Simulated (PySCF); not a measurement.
H2O2, SMILES OO (connectivity only; charge and spin as stated), charge +1, multiplicity 2.

Geometry optimised at ωB97X-D3(BJ)/def2-TZVP. The spin state was assumed, not searched.

Two levels are set side by side: PBE/def2-TZVPD (PySCF) and M06-2X/def2-TZVPD (PySCF). Same geometry, gas phase. Differences are taken from unrounded values.

| quantity | PBE |
|---|---|
| α-spin orbital gap (eV) | 8.13 |
| β-spin orbital gap (eV) | 3.37 |
| mean polarisability (bohr³) | 11.0 |

Problem. These are the PBE values. What does M06-2X give? (Estimate from the structure and the level; the computed values follow.)

Solution. 
```
quantity                     M06-2X  PBE minus M06-2X
---------------------------  ------  ----------------
α-spin orbital gap (eV)       14.89             -6.76
β-spin orbital gap (eV)        9.75             -6.37
mean polarisability (bohr³)    10.9               0.0
```

Rough cost on one machine, each run with all the roots and properties that it gave: M06-2X against PBE about 2 times.
